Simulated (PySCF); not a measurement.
Molecule: `[NH3+][BH2-]O`, BH₆NO.

Numbering as in the mapped SMILES `[NH3+:1][BH2-:2][OH:3]`. Each H is labelled by its parent atom.

Spin–spin couplings on one PBE0-D3(BJ)/def2-SVP geometry, PySCF 2.14, gas phase, non-relativistic, equivalent pairs averaged; isotopes ¹¹B, ¹H, ¹⁷O, ¹⁵N; basis pcJ-1.

How do the couplings (Hz) change with the functional? Times are CPU seconds on shared hosts with different chips, so compare them loosely.

Results:


```tsv
functional	functions	¹J(B2,H(B2))	¹J(O3,H(O3))	¹J(N1,H(N1))	¹J(B2,O3)	¹J(N1,B2)	²J(H(N1),H(N1))	²J(B2,H(O3))	core-s
HF	141	130.5	-105.5	-89.1	-19.0	-3.2	-26.9	-9.7	5
LDA	141	88.9	-66.9	-56.2	3.3	2.3	-6.3	-1.6	5.5
PBE	141	110.0	-67.8	-63.7	1.5	0.8	-8.8	-2.7	9.3
KT2	141	114.7	-67.1	-67.7	6.8	3.7	-14.1	-3.2	9.3
B3LYP	141	119.0	-79.2	-70.7	-3.3	0.0	-11.0	-3.2	10
PBE0	141	112.1	-74.5	-67.4	-2.6	0.3	-11.4	-3.8	10
B97-2	141	116.5	-75.4	-64.8	-4.6	-2.1	-10.6	-3.6	10
BHandHLYP	141	125.8	-88.3	-77.2	-8.5	-0.7	-15.0	-5.3	11
CAM-B3LYP	141	116.6	-78.9	-70.3	-4.1	0.7	-11.4	-3.6	13
```
